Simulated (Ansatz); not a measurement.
Density of states of Sn3Bi (I4/mmm, a = 4.603 Å, b = 4.603 Å, c = 10.822 Å, α = 90.00°, β = 90.00°, γ = 90.00°), in states per eV and primitive cell, averaged over bins of 0.3 eV. All numbers below come from DFT r2SCAN, scalar-relativistic, plane waves, PAW in Ansatz.

Cutoff 500 eV; k points 12×12×12 on the computed 4-atom cell (Γ-centred); Gaussian smearing, width 0.10 eV; no spin polarisation.

The cell is relaxed at this level. The states (both spins) are summed by tetrahedra on a 18×18×18 mesh at the self-consistent density. Energies are bin centres; the table starts no lower than −8 eV and ends at 6 eV, or lower where the solved bands end.

It is a metal at this level.

```tsv
E − E_F (eV)	total	Sn 5p	Bi 6p	Sn 5s	Bi 6s
-7.90	1.04	0.25	0.12	0.64	0.02
-7.60	1.43	0.34	0.12	0.91	0.06
-7.30	1.53	0.31	0.12	1.04	0.05
-7.00	1.37	0.25	0.10	0.98	0.04
-6.70	1.66	0.26	0.14	1.21	0.05
-6.40	2.57	0.32	0.21	1.93	0.09
-6.10	1.25	0.19	0.09	0.90	0.07
-5.80	0.74	0.13	0.04	0.53	0.04
-5.50	0.50	0.09	0.02	0.36	0.02
-5.20	0.37	0.08	0.02	0.25	0.01
-4.90	0.46	0.18	0.09	0.18	0.00
-4.60	0.80	0.44	0.20	0.15	0.00
-4.30	1.02	0.60	0.28	0.12	0.01
-4.00	1.27	0.78	0.37	0.09	0.01
-3.70	1.56	0.94	0.46	0.13	0.02
-3.40	2.12	1.29	0.59	0.18	0.03
-3.10	2.60	1.56	0.72	0.24	0.04
-2.80	2.66	1.54	0.74	0.30	0.05
-2.50	2.12	1.21	0.54	0.30	0.04
-2.20	1.83	1.01	0.44	0.31	0.04
-1.90	1.93	1.04	0.49	0.32	0.04
-1.60	2.00	1.08	0.54	0.31	0.04
-1.30	2.12	1.15	0.58	0.29	0.04
-1.00	2.02	1.09	0.57	0.28	0.04
-0.70	2.04	1.13	0.57	0.26	0.03
-0.40	2.04	1.22	0.49	0.24	0.03
-0.10	2.21	1.33	0.54	0.23	0.04
0.20	2.23	1.33	0.57	0.22	0.03
0.50	2.11	1.34	0.47	0.19	0.03
0.80	2.46	1.61	0.50	0.20	0.03
1.10	2.62	1.68	0.58	0.19	0.03
1.40	2.37	1.57	0.51	0.13	0.02
1.70	2.70	1.90	0.49	0.14	0.02
2.00	2.96	2.08	0.53	0.14	0.03
2.30	2.82	1.98	0.51	0.13	0.02
2.60	2.73	1.94	0.48	0.11	0.02
2.90	2.78	1.98	0.50	0.11	0.02
3.20	2.85	2.02	0.54	0.10	0.01
3.50	2.80	2.00	0.53	0.09	0.01
3.80	2.24	1.61	0.39	0.07	0.01
4.10	2.10	1.51	0.35	0.07	0.01
4.40	2.09	1.49	0.36	0.07	0.01
4.70	1.64	1.17	0.28	0.05	0.01
5.00	1.69	1.18	0.26	0.05	0.01
```

The columns after the total are the Löwdin projections on the occupied valence shells of the potentials. The rest of the total lies in shells that are empty in the free atom, which aren't projected, and between the atoms.

Spin-orbit coupling is left out, which matters for the bands of heavy elements.

Whether Sn3Bi exists in this form wasn't checked.